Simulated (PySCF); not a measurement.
How methods differ on the ionisation energy of Mg

Mg [Ne] 3s2 (1S) → Mg⁺ [Ne] 3s1 (2S), as a difference of total energies. All numbers are calculated (PySCF 2.14, no relativity, point nucleus, in def2-SVP (4s3p1d, 18 functions)). Correlated levels: valence: [Ne] frozen. The calculations carry no spin-orbit coupling.

```
           method  ionisation energy (eV)
              UHF                   6.588
             MN15                   7.572
             BP86                   7.734
    MP2 (valence)                   7.135
SCS-MP2 (valence)                   7.244
   CCSD (valence)                   7.457
```

How much does correlation contribute at MP2 (valence)?

7.135 − (6.588) = 0.547 eV, measured against UHF.

Errors of the correlated levels include the incompleteness of this basis and the frozen core.

With two correlated electrons CCSD is exact in that space.

For comparison: 7.646 eV (measured; NIST Atomic Spectra Database, ionization energies).
